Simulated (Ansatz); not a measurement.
Process, species as SMILES: N#C/C=C\C + 7 [H][H] (H2) -> 4 C (CH4) + N (NH3)

Wanted: energy of full hydrogenation (enthalpy at 298 K), in kcal/mol. Set-up: 6-311+G** with 5d; non-relativistic; LANL2DZ all-electron up to Ne; six Cartesian d functions in 6-31G* and its kin unless marked 5d; spin-orbit terms left out. First-principles rows: single points at B3LYP-D3(BJ) geometries (Ansatz, an electronic-structure program), with unscaled harmonic terms from B3LYP/6-31G* (Ansatz) at its own minima. The Hartree-Fock reference of C/C=C\C#N is unstable towards a lower, spin-broken solution.

```csv
level,program,energy of full hydrogenation (enthalpy at 298 K) (kcal/mol)
HF/STO-3G,Ansatz,-174.4
HF/3-21G,Ansatz,-137.2
HF/LANL2DZ,Ansatz,-150.7
HF/6-31G*,Ansatz,-134.8
HF/6-311+G**,Ansatz,-130.8
```

No value to compare with is used here. The 5 habitual levels span -174.4 (HF/STO-3G) to -130.8 kcal/mol (HF/6-311+G**).

The sets are all those run for this method; left out are runs that failed, that the program found above a lower state of the same kind, or whose <S^2> lies over 0.5 above the pure value.
